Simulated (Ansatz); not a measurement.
Cartesian coordinates in Å:
```
B 0.118 -0.520 -0.746
S 0.246 -0.523 0.983
H -0.215 0.306 -1.531
H -0.149 0.738 1.295
```

The species carries charge 0 and has multiplicity 2.

Q: List the PBE/def2-TZVPP orbital energies in eV (Ansatz 0.2.0). (Estimate.)

A: Computed: α occupied: -2396.52, -209.47, -178.26, -155.62, -155.47, -155.46, -19.04, -12.31, -10.76, -8.47, -7.57, -4.88. α empty: -2.52, -0.58, 1.02, 1.51, 2.39, 3.15, 3.24, 3.73. β occupied: -2396.52, -209.47, -177.97, -155.62, -155.47, -155.46, -18.93, -11.85, -10.53, -8.33, -7.50. β empty: -2.68, -1.97, -0.26, 1.17, 1.83, 2.64, 3.45, 3.99. ⟨S²⟩ = 0.755.
